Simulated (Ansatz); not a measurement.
Relaxation of C₄H₇ClO (13 atoms, charge 0, multiplicity 1), to a largest force component of 0.02 eV/Å in at most 50 steps.

All numbers below come from RKS PBE/6-31G* (Ansatz 0.2.0).

```xyz
13
Properties=species:S:1:pos:R:3
C 0.655 -2.561 -0.416
C 0.827 -1.265 -0.024
Cl 2.203 -0.951 0.931
O 0.024 -0.264 -0.424
C -0.013 0.922 0.328
C -1.157 1.830 -0.121
H 1.294 -3.330 -0.156
H -0.216 -2.730 -1.052
H 0.937 1.470 0.225
H -0.140 0.710 1.435
H -1.072 2.038 -1.166
H -2.099 1.314 0.033
H -1.222 2.782 0.422
```

Problem. Where does it end, and by what steps?

Solution. It converged. After 13 steps the energy has fallen by 0.336 eV; Cl3 moved furthest, 0.77 Å.

| step | energy less start (eV) | largest force component (eV/Å) | accepted |
| --- | --- | --- | --- |
| 0 | 0.0000 | 2.904 | yes |
| 1 | -0.2439 | 1.115 | yes |
| 2 | -0.2899 | 0.377 | yes |
| 3 | -0.2995 | 0.283 | yes |
| 4 | -0.3195 | 0.151 | yes |
| 5 | -0.3263 | 0.159 | yes |
| 6 | -0.3308 | 0.157 | yes |
| 7 | -0.3335 | 0.121 | yes |
| 8 | -0.3349 | 0.059 | yes |
| 9 | -0.3354 | 0.058 | yes |
| 10 | -0.3357 | 0.089 | yes |
| 11 | -0.3360 | 0.034 | yes |
| 12 | -0.3358 | 0.073 | no |
| 13 | -0.3362 | 0.004 | yes |

```xyz
13
Properties=species:S:1:pos:R:3
C 0.575 -2.505 -0.263
C 0.912 -1.210 -0.187
Cl 2.569 -0.735 0.295
O 0.094 -0.200 -0.541
C -0.119 0.857 0.434
C -1.115 1.830 -0.168
H 1.304 -3.295 -0.083
H -0.448 -2.771 -0.540
H 0.848 1.345 0.651
H -0.499 0.405 1.370
H -0.723 2.259 -1.105
H -2.072 1.330 -0.387
H -1.306 2.655 0.539
```

The run took 35 s on 2 threads of Arm Neoverse V2, with other jobs on the host, peak memory 0.15 GiB.
